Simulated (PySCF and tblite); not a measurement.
Ethylamine, C₂H₇N, numbered as in [CH3:1][CH2:2][NH2:3].

Free energies: PBE0-D3(BJ)/def2-TZVP on GFN2-xTB structures plus GFN2-xTB thermal terms, symmetry and mirror images included. Conformers within 3 kcal/mol (GFN2-xTB free energy) were kept, 10 at most. GIAO shieldings: PBE0/pcSseg-1. Shifts are against TMS (¹H), TMS (¹³C), NH3 (¹⁵N) at the same level. Codes: tblite and PySCF.

Torsions listed: C1–C2–N3–H3. Of a mirror pair one member is shown.

```tsv
conformer	shape	weight %	dipole D
1	-62°	71.7	1.27
2	59°	28.3	1.30
```

(1) How does the computed dipole moment compare with the measured one in the gas phase?

Results:

(1) Computed: 1.27 D in the leading conformer, 1.28 D as root mean square over the ensemble. Measured: 1.22 D (NIST CCCBDB Release 22 (SRD 101), experimental dipoles), which may belong to one conformer.


¹⁵N shifts are against a computed isolated NH3 molecule, about 20 ppm from the liquid.